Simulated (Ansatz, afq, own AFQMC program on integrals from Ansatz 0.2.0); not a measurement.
## SiNH⁺, doublet: AFQMC among the cluster methods

```xyz
3

Si    0.0000    0.0330    0.6059
N     0.0000   -0.1138   -1.0890
H     0.0000    0.6631   -1.7496
```

Connectivity, by distances: Si–NH.

Basis cc-pVDZ. Noble-gas cores (and the filled d shells of Ga–Kr and In–Xe) are frozen. AFQMC by an in-house program on the Cholesky factors that Ansatz 0.2.0 writes for its CCSD(T) run. ph-AFQMC/CISD is guided by a CISD state made of CCSD amplitudes; releasing the constraint for a short imaginary time cuts its bias at the price of noise, slowly where states lie close. ± is one standard error of the sampling.

Determinant: UHF, the one that the program's search chose, which needn't be the lowest solution. The geometry is a PBE0/def2-TZVP stationary point of this or a neighbouring charge and spin state.

No full CI on the walks' own integrals is used here; CCSDTQ serves as the reference and is uncertain by about the last step of the cluster series.

Cautions: the released energies have errors that jump between times, so the bars are unsure, so no released level is given (meV from the phaseless value at times in 1/Eh: -6 ± 5 at 0.24, 24 ± 40 at 0.51, -16 ± 3 at 0.99, -18 ± 3 at 1.62, -17 ± 4 at 2.40), though the last usable value meets CCSDTQ within the noise.

```
T1 diagnostic                               : 0.0245
weight of the determinant in the CISD state : 0.882
⟨S²⟩ of the determinant                     : 0.764
size of the correlated space                : 9 electrons in 31 orbitals
```

```json
{"level": "MP2", "correlation energy (eV)": "-5.1720"}
{"level": "CCSD", "correlation energy (eV)": "-5.9828"}
{"level": "CCSD(T)", "correlation energy (eV)": "-6.1669"}
```

**Question.** Estimate where phaseless AFQMC with a CISD trial lies against CCSD(T) on the same integrals.

**Answer.** 0.96 ± 0.16 mEh below CCSD(T).

Reference: CCSDTQ, correlation energy -6.214 eV.

| level | E − E(reference) (mEh) | share of correlation (%) |
| --- | --- | --- |
| CCSD(T) | 1.73 | 99.24 |
| CCSDT | 0.60 | 99.74 |
| CCSDT(Q) | -0.06 | 100.03 |
| ph-AFQMC/CISD | 0.77 ± 0.16 | 99.66 |

CCSDT and higher add their correlation energy to the determinant of the CCSD(T) run, since their own runs factorise the integrals more tightly (a shift of under 2 meV). A walk keeps the symmetry of its determinant, which the program's search chose and which needn't be the lowest solution, so a lower state of the same spin and another symmetry isn't excluded.
